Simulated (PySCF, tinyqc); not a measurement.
Inside a calculation. Method: G0W0 on RHF in the sto-3g basis, for HF, spin multiplicity 1. The lowest restricted solution is unstable here: a spin-polarised one lies 0.0322 hartree lower (PySCF). One step of it, computed by the program tinyqc.

Question. G0W0 on Hartree-Fock: LUMO. W(p,q,m) = sqrt2 sum_ia (pq|ia) (X+Y)_ia,m; Sigma_c(x) = sum_(i,m) W^2/(x - e_i + w_m) + sum_(a,m) W^2/(x - e_a - w_m); solve x = e_p + Sigma_c(x) by Newton steps; Z = 1/(1 - dSigma/dx); 1 hartree = 27.211386 eV.

orbital energies (hartree): MO1 -25.933116, MO2 -1.404355, MO3 -0.465286, MO4 -0.465286, MO5 -0.435023, MO6 0.270269

Two-electron integrals over orbitals (pq|rs), unique and non-zero (hartree):
```
(11|11) 5.364956    (21|11) -0.526473   (21|21) 0.081406    (22|11) 1.243959
(22|21) -0.023440   (22|22) 0.881387    (31|31) 0.029519    (32|31) 0.040374
(32|32) 0.191676    (33|11) 1.264030    (33|21) -0.015274   (33|22) 0.900580
(33|33) 0.997514    (41|41) 0.029519    (42|41) 0.040374    (42|42) 0.191676
(43|43) 0.053770    (44|11) 1.264030    (44|21) -0.015274   (44|22) 0.900580
(44|33) 0.889973    (44|44) 0.997514    (51|11) 0.075891    (51|21) -0.011521
(51|22) 0.004470    (51|33) 0.002251    (51|44) 0.002251    (51|51) 0.016003
(52|11) -0.098957   (52|21) 0.003734    (52|22) -0.044480   (52|33) -0.055670
(52|44) -0.055670   (52|51) 0.020434    (52|52) 0.123750    (53|31) -0.005288
(53|32) -0.021591   (53|53) 0.032034    (54|41) -0.005288   (54|42) -0.021591
(54|54) 0.032034    (55|11) 0.849057    (55|21) -0.008048   (55|22) 0.663812
(55|33) 0.649690    (55|44) 0.649690    (55|51) -0.001247   (55|52) -0.006760
(55|55) 0.645134    (61|11) 0.081578    (61|21) -0.012938   (61|22) 0.002771
(61|33) 0.002440    (61|44) 0.002440    (61|51) -0.013314   (61|52) -0.022342
(61|55) 0.003763    (61|61) 0.018023    (62|11) -0.118931   (62|21) 0.003329
(62|22) -0.066279   (62|33) -0.066547   (62|44) -0.066547   (62|51) -0.019904
(62|52) -0.085092   (62|55) -0.019212   (62|61) 0.019596    (62|62) 0.091311
(63|31) -0.005395   (63|32) -0.022275   (63|53) -0.024174   (63|63) 0.028130
(64|41) -0.005395   (64|42) -0.022275   (64|54) -0.024174   (64|64) 0.028130
(65|11) -0.444409   (65|21) 0.007325    (65|22) -0.263010   (65|33) -0.265545
(65|44) -0.265545   (65|51) 0.001191    (65|52) 0.067846    (65|55) -0.084451
(65|61) -0.003908   (65|62) 0.027388    (65|65) 0.252900    (66|11) 0.815391
(66|21) -0.008662   (66|22) 0.621550    (66|33) 0.608434    (66|44) 0.608434
(66|51) 0.008036    (66|52) 0.036226    (66|55) 0.631083    (66|61) -0.005964
(66|62) -0.045966   (66|65) -0.030317   (66|66) 0.652251
```

excitation energies w (hartree): 0.789815  0.789815  1.097491  1.849874  26.239413

X + Y:
```
            1          2          3          4          5
1>6  0.000000   0.000000   0.000676  -0.002829   0.999313
2>6  0.000000   0.000000  -0.066446   0.950076   0.000191
3>6  0.095853   0.960267   0.000000   0.000000   0.000000
4>6  0.960267  -0.095853   0.000000   0.000000   0.000000
5>6  0.000000   0.000000   0.800488   0.033214  -0.000016
```

Give: The 12 largest terms at x = e_p; Newton steps; quasiparticle energy of the LUMO; Hartree-Fock value.

Answer.

The 12 largest terms at x = e_p (hartree; W for the signs of X + Y given):
```
q  m         W       term
5  3     0.284      0.045
2  4     0.124   4.36e-03
6  4    -0.063  -2.16e-03
3  2     0.038   9.57e-04
4  1     0.038   9.57e-04
5  4     0.049   9.28e-04
6  3    -0.030  -8.20e-04
2  3     0.022   1.82e-04
2  5     0.028   2.75e-05
1  4     0.026   2.42e-05
1  5     0.025   1.24e-05
3  1  3.81e-03   9.53e-06
```

Newton steps (hartree):
```
step      x  Sigma_c(x)      Z
0     0.270       0.049  0.971
1     0.318       0.048  0.972
2     0.318       0.048  0.972
```

quasiparticle energy of the LUMO = 8.654 eV

Hartree-Fock value = 7.354 eV
